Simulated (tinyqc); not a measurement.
Worked calculation: Pariser-Parr-Pople SCF with singles CI, for the molecule c1ccccc1 (SMILES; centres numbered as the heavy atoms are written). Computed by tinyqc, a small Python program that keeps every step. Settings: charge = 0, gamma = MN, start = huckel, damping = 0.5, iteration cap = 75, excitations kept = 6. Command: `OMP_NUM_THREADS=1 python tinyqc.py 24559 24560 out.jsonl` (the two numbers bound the seeds that draw the settings). One thread of a shared host (Intel(R) Xeon(R) Processor @ 2.60GHz), about 0.03 s of CPU time with the checks. Later iterations appear only in the table of the cycle.

## PPP integrals

Centres (angstrom, eV; a flat drawing with bonds scaled to 1.40 angstrom):
```
centre,x,y,core charge z,W,gamma_rr
1C,1.400000,0.000000,1,11.160000,11.130000
2C,0.700000,1.212000,1,11.160000,11.130000
3C,-0.700000,1.212000,1,11.160000,11.130000
4C,-1.400000,0.000000,1,11.160000,11.130000
5C,-0.700000,-1.212000,1,11.160000,11.130000
6C,0.700000,-1.212000,1,11.160000,11.130000
```

Resonance integrals (eV):
```
i,j,beta
1,2,-2.560000
2,3,-2.560000
3,4,-2.560000
4,5,-2.560000
5,6,-2.560000
6,1,-2.560000
```

Mataga-Nishimoto: gamma = 14.399645/(R + a), a = 2 x 14.399645/(gamma_rr + gamma_ss); H_rr = -W_r - sum_(s != r) z_s gamma_rs; H_rs = beta for bonds.

repulsion gamma_rs (eV):
```
,1C,2C,3C,4C,5C,6C
1C,11.130000,5.346287,3.872515,3.517455,3.872515,5.346287
2C,5.346287,11.130000,5.345539,3.872515,3.518103,3.873196
3C,3.872515,5.345539,11.130000,5.346287,3.873196,3.518103
4C,3.517455,3.872515,5.346287,11.130000,5.346287,3.872515
5C,3.872515,3.518103,3.873196,5.346287,11.130000,5.345539
6C,5.346287,3.873196,3.518103,3.872515,5.345539,11.130000
```

core matrix H (eV):
```
,1C,2C,3C,4C,5C,6C
1C,-33.115059,-2.560000,0.000000,0.000000,0.000000,-2.560000
2C,-2.560000,-33.115640,-2.560000,0.000000,0.000000,0.000000
3C,0.000000,-2.560000,-33.115640,-2.560000,0.000000,0.000000
4C,0.000000,0.000000,-2.560000,-33.115059,-2.560000,0.000000
5C,0.000000,0.000000,0.000000,-2.560000,-33.115640,-2.560000
6C,-2.560000,0.000000,0.000000,0.000000,-2.560000,-33.115640
```

## Starting guess

pi electrons, sum of z_r less the charge = 6

Orbitals of the Hueckel matrix of the beta values.

P at the start:
```
,1C,2C,3C,4C,5C,6C
1C,1.000000,0.666667,0.000000,-0.333333,0.000000,0.666667
2C,0.666667,1.000000,0.666667,0.000000,-0.333333,0.000000
3C,0.000000,0.666667,1.000000,0.666667,0.000000,-0.333333
4C,-0.333333,0.000000,0.666667,1.000000,0.666667,0.000000
5C,0.000000,-0.333333,0.000000,0.666667,1.000000,0.666667
6C,0.666667,0.000000,-0.333333,0.000000,0.666667,1.000000
```

## Iteration 1: Fock matrix

F_rr = H_rr + P_rr gamma_rr / 2 + sum_(s != r) P_ss gamma_rs; F_rs = H_rs - P_rs gamma_rs / 2; E = tr P (H + F) / 2 + core repulsion sum_(r<s) z_r z_s gamma_rs.

F (eV):
```
,1C,2C,3C,4C,5C,6C
1C,-5.595000,-4.342096,0.000000,0.586242,0.000000,-4.342096
2C,-4.342096,-5.595000,-4.341846,0.000000,0.586350,0.000000
3C,0.000000,-4.341846,-5.595000,-4.342096,0.000000,0.586350
4C,0.586242,0.000000,-4.342096,-5.595000,-4.342096,0.000000
5C,0.000000,0.586350,0.000000,-4.342096,-5.595000,-4.341846
6C,-4.342096,0.000000,0.586350,0.000000,-4.341846,-5.595000
```

pi energy = -78.459365 eV

## Iteration 1: orbitals and new P

Diagonalise F (the basis is taken as orthonormal) and form P = 2 sum c c over the lowest orbitals; 0.5 of the old P is kept.

orbital energies (eV): -13.692711  -10.523457  -10.523197  -0.666803  -0.666543  2.502711

P after iteration 1:
```
,1C,2C,3C,4C,5C,6C
1C,1.000000,0.666670,0.000000,-0.333321,0.000000,0.666670
2C,0.666670,1.000000,0.666661,0.000000,-0.333339,0.000000
3C,0.000000,0.666661,1.000000,0.666670,0.000000,-0.333339
4C,-0.333321,0.000000,0.666670,1.000000,0.666670,0.000000
5C,0.000000,-0.333339,0.000000,0.666670,1.000000,0.666661
6C,0.666670,0.000000,-0.333339,0.000000,0.666661,1.000000
```

## Iteration 2: Fock matrix

As before.

F (eV):
```
,1C,2C,3C,4C,5C,6C
1C,-5.595000,-4.342104,0.000000,0.586221,0.000000,-4.342104
2C,-4.342104,-5.595000,-4.341830,0.000000,0.586361,0.000000
3C,0.000000,-4.341830,-5.595000,-4.342104,0.000000,0.586361
4C,0.586221,0.000000,-4.342104,-5.595000,-4.342104,0.000000
5C,0.000000,0.586361,0.000000,-4.342104,-5.595000,-4.341830
6C,-4.342104,0.000000,0.586361,0.000000,-4.341830,-5.595000
```

pi energy = -78.459365 eV

## Iteration 2: orbitals and new P

As before.

orbital energies (eV): -13.692711  -10.523463  -10.523191  -0.666809  -0.666537  2.502711

P after iteration 2:
```
,1C,2C,3C,4C,5C,6C
1C,1.000000,0.666672,0.000000,-0.333313,0.000000,0.666672
2C,0.666672,1.000000,0.666657,0.000000,-0.333343,0.000000
3C,0.000000,0.666657,1.000000,0.666672,0.000000,-0.333343
4C,-0.333313,0.000000,0.666672,1.000000,0.666672,0.000000
5C,0.000000,-0.333343,0.000000,0.666672,1.000000,0.666657
6C,0.666672,0.000000,-0.333343,0.000000,0.666657,1.000000
```

## Iteration 3: Fock matrix

As before.

F (eV):
```
,1C,2C,3C,4C,5C,6C
1C,-5.595000,-4.342109,0.000000,0.586207,0.000000,-4.342109
2C,-4.342109,-5.595000,-4.341819,0.000000,0.586368,0.000000
3C,0.000000,-4.341819,-5.595000,-4.342109,0.000000,0.586368
4C,0.586207,0.000000,-4.342109,-5.595000,-4.342109,0.000000
5C,0.000000,0.586368,0.000000,-4.342109,-5.595000,-4.341819
6C,-4.342109,0.000000,0.586368,0.000000,-4.341819,-5.595000
```

pi energy = -78.459365 eV

## Iteration 3: orbitals and new P

As before.

orbital energies (eV): -13.692711  -10.523467  -10.523188  -0.666812  -0.666533  2.502711

P after iteration 3:
```
,1C,2C,3C,4C,5C,6C
1C,1.000000,0.666673,0.000000,-0.333308,0.000000,0.666673
2C,0.666673,1.000000,0.666654,0.000000,-0.333346,0.000000
3C,0.000000,0.666654,1.000000,0.666673,0.000000,-0.333346
4C,-0.333308,0.000000,0.666673,1.000000,0.666673,0.000000
5C,0.000000,-0.333346,0.000000,0.666673,1.000000,0.666654
6C,0.666673,0.000000,-0.333346,0.000000,0.666654,1.000000
```

## Convergence

Stop when output and input P, before any damping, agree to 1e-7.

Course of the cycle:
```
iteration,E (eV),largest |P(out) - P(in)|
1,-78.45936505,2.44e-05
2,-78.45936506,1.61e-05
3,-78.45936506,1.06e-05
4,-78.45936506,6.96e-06
5,-78.45936506,4.59e-06
6,-78.45936506,3.02e-06
7,-78.45936506,1.99e-06
8,-78.45936506,1.31e-06
9,-78.45936506,8.62e-07
10,-78.45936506,5.67e-07
11,-78.45936506,3.74e-07
12,-78.45936506,2.46e-07
13,-78.45936506,1.62e-07
14,-78.45936506,1.07e-07
15,-78.45936506,7.02e-08
```

Converged in 15 iterations.

## Converged orbitals

Charges are z - P_rr.

orbital energies (eV): -13.692711  -10.523474  -10.523180  -0.666820  -0.666526  2.502711

coefficients:
```
,MO1,MO2,MO3,MO4,MO5,MO6
1C,0.408259,0.577343,0.000000,0.000000,0.577343,0.408259
2C,0.408243,0.288683,0.500000,0.500000,-0.288683,-0.408243
3C,0.408243,-0.288683,0.500000,-0.500000,-0.288683,0.408243
4C,0.408259,-0.577343,0.000000,0.000000,0.577343,-0.408259
5C,0.408243,-0.288683,-0.500000,0.500000,-0.288683,0.408243
6C,0.408243,0.288683,-0.500000,-0.500000,-0.288683,-0.408243
```

pi charges: 1C 0.000000, 2C 0.000000, 3C 0.000000, 4C 0.000000, 5C 0.000000, 6C 0.000000

Within a degenerate level the vectors are fixed only up to a rotation; this is one choice.

## Singles CI, singlets

Over the 6 single excitations with the smallest orbital gaps: A = (e_a - e_i) delta + 2 (ia|jb) - (ij|ab), with (pq|rs) = sum c_mp c_mq gamma_mn c_nr c_ns. f = 2/3 w |mu|^2 in atomic units, mu = sqrt2 sum c_ia sum_m c_mi c_ma R_m.

singlet CI matrix (eV):
```
,3>4,2>4,3>5,2>5,3>6,1>4
3>4,6.959429,0.000000,0.000000,0.411647,0.000000,0.000000
2>4,0.000000,6.308914,-1.061650,0.000000,0.000000,0.000000
3>5,0.000000,-1.061650,6.308914,0.000000,0.000000,0.000000
2>5,0.411647,0.000000,0.000000,6.959683,0.000000,0.000000
3>6,0.000000,0.000000,0.000000,0.000000,9.321383,-0.295741
1>4,0.000000,0.000000,0.000000,0.000000,-0.295741,9.321383
```

singlet excitation energies (eV): 5.247264  6.547909  7.370563  7.371202  9.025642  9.617125

oscillator strengths: 0.000000  0.000000  1.263060  1.263942  0.000000  0.000000

## Singles CI, triplets

Over the 6 single excitations with the smallest orbital gaps: A = (e_a - e_i) delta - (ij|ab), with (pq|rs) = sum c_mp c_mq gamma_mn c_nr c_ns.

triplet CI matrix (eV):
```
,3>4,2>4,3>5,2>5,3>6,1>4
3>4,3.889652,0.000000,0.000000,0.452472,0.000000,0.000000
2>4,0.000000,4.794793,0.452472,0.000000,0.000000,0.000000
3>5,0.000000,0.452472,4.794793,0.000000,0.000000,0.000000
2>5,0.452472,0.000000,0.000000,3.890416,0.000000,0.000000
3>6,0.000000,0.000000,0.000000,0.000000,7.511642,1.514000
1>4,0.000000,0.000000,0.000000,0.000000,1.514000,7.511642
```

triplet excitation energies (eV): 3.437562  4.342321  4.342505  5.247264  5.997643  9.025642
